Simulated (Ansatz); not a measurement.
HGe–N–N, doublet: the ladder up to UCCSDT(Q)

Geometry: a PBE0/def2-TZVP stationary point for this spin, not checked as a minimum.

```yaml
atoms:
  - { symbol: Ge, position_ang: [0.0000, -0.0314, 0.7202] }
  - { symbol: N, position_ang: [0.0000, 0.0753, -1.3406] }
  - { symbol: N, position_ang: [0.0000, -0.0244, -2.4388] }
  - { symbol: H, position_ang: [0.0000, 1.5572, 0.6162] }
```

Basis cc-pVDZ; Ansatz 0.2.0. Correlated methods freeze the noble-gas cores and the filled d shells of p-block atoms, which leaves 15 electrons in 44 orbitals. R marks a restricted (for open shells ROHF) determinant, U an unrestricted one. No spin–orbit coupling is included, and no scalar relativity.

Full CI isn't at hand for all of this; UCCSDT(Q) serves as the reference, and is uncertain by about the last step of the cluster series. The frozen core follows each run's orbitals, which can shift R against U totals by a few meV for light atoms and by up to 0.1 eV past Ca.

```
UHF ⟨S²⟩                          : 0.813
T1 diagnostic (RCCSD)             : 0.0189
largest doubles amplitude (RCCSD) : 0.084
T1 diagnostic (UCCSD)             : 0.0251
```

```csv
level,E − E(RHF) (eV)
UHF,-0.1301
UMP2,-10.4378
UCCSD,-11.0804
UCCSD(T),-11.5083
```

Question: Estimate how far UCCSDT(Q) in cc-pVDZ lies from UCCSD(T). The table doesn't fix it; the size of (T) and the diagnostics are the guide.

Answer: UCCSDT(Q) in cc-pVDZ lies 77 meV below UCCSD(T), which is 18 % of the (T) step (-428 meV). The diagnostics are small and the rest is a small part of (T), but (T) is large here. The miss exceeds 1 kcal/mol.

The other levels:

| level | E − E(UCCSDT(Q)) (meV) | share of correlation (%) | wall time |
| --- | --- | --- | --- |
| UCCSDT | 58 | 99.50 | – |

The correlation energy at UCCSDT(Q), counted from RHF, is -11.585 eV. That run took 94 s on 1 thread of Arm Neoverse V1, shared host.

Run but not shown, since their state or frozen core can't be matched to the reference's or they repeat it: RHF, RMP2, RCCSD, RCCSD(T), BCCD(T), RCCSDT, RCCSDT(Q).

Times hold each run's SCF and search for its determinant on a shared host, so for small cases they say little of a method's own cost; they ran on 1 thread of Arm Neoverse V1.

Atomization energy (electronic, same basis, no zero-point term; atoms at the same level, unrestricted beside the R rows where the molecule is a closed shell, but restricted open-shell past Ca, as are all atoms' steps beyond CCSDT(Q)) at UCCSDT(Q): 1101.6 kJ/mol. Errors of other levels:

```json
{"level": "UHF", "error (kJ/mol)": "-487.0"}
{"level": "UMP2", "error (kJ/mol)": "22.9"}
{"level": "UCCSD", "error (kJ/mol)": "-41.7"}
{"level": "UCCSD(T)", "error (kJ/mol)": "-5.8"}
{"level": "UCCSDT", "error (kJ/mol)": "-5.3"}
```

This basis is far from its limit, so the value isn't to be set against a measured one.
